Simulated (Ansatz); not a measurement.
# HPAl, quartet: stretch scan

Starting geometry (PBE0/def2-TZVP stationary point for this spin, not checked as a minimum):

```yaml
atoms:
  - { symbol: Al, position_ang: [0.0000, 0.0348, 1.3006] }
  - { symbol: P, position_ang: [0.0000, -0.0736, -1.0887] }
  - { symbol: H, position_ang: [0.0000, 1.3304, -1.3605] }
```

From there P2, H3 move together along the line of the two atoms named below, all else staying in place; atoms are numbered as listed. Energies are in kJ/mol, counted from the starting geometry at the same level. Kohn–Sham curves are unrestricted where that lies lower.

Basis 6-31G; Ansatz 0.2.0. Only valence electrons are correlated (noble-gas cores frozen).

In so small a basis the reference is far from its limit while semilocal and hybrid functionals are nearer theirs (RPA and double hybrids share much of the reference's basis error), so the functionals' errors here hold much of the reference's basis and frozen-core error, which can add to them or hide them.

Full CI is exact within this basis and frozen core; it isn't the basis-set limit.

| distance Al1-P2 (Å) | full CI | PBE | r2SCAN | PBE0 | B3LYP | r2SCAN0 | wB97M-V | B2PLYP | RPA-PBE |
| --- | --- | --- | --- | --- | --- | --- | --- | --- | --- |
| 1.898 | 257.6 | 234.5 | 231.1 | 230.7 | 238.2 | 229.4 | 230.5 | 242.2 | 265.9 |
| 2.119 | 75.2 | 64.9 | 62.0 | 62.5 | 67.6 | 61.2 | 63.4 | 68.5 | 80.5 |
| 2.392 | 0.0 | 0.0 | 0.0 | 0.0 | 0.0 | 0.0 | 0.0 | 0.0 | 0.0 |
| 2.644 | -12.4 | -3.2 | 0.1 | -2.0 | -7.7 | -0.4 | -6.3 | -8.0 | -16.7 |
| 2.918 | -10.6 | 11.0 | 17.1 | 11.1 | -0.2 | 14.2 | -1.1 | -2.4 | -17.8 |
| 3.313 | -8.0 | 31.0 | 38.7 | 27.2 | 10.8 | 31.4 | 5.7 | 4.2 | -19.3 |
| 3.839 | -7.1 | 45.0 | 51.8 | 37.5 | 17.9 | 41.3 | 11.7 | 7.8 | -25.6 |
| 4.403 | -6.0 | 51.0 | 57.1 | 41.9 | 20.8 | 45.6 | 15.5 | 9.7 | -29.3 |
| 5.255 | -4.7 | 53.8 | 59.7 | 44.0 | 22.1 | 47.9 | 17.7 | 10.7 | -30.3 |
| 6.410 | -4.0 | 54.9 | 60.5 | 44.8 | 22.4 | 48.7 | 18.8 | 11.0 | -30.2 |
| 7.939 | -3.7 | 55.3 | 60.7 | 45.2 | 22.5 | 49.0 | 19.3 | 11.1 | -30.1 |
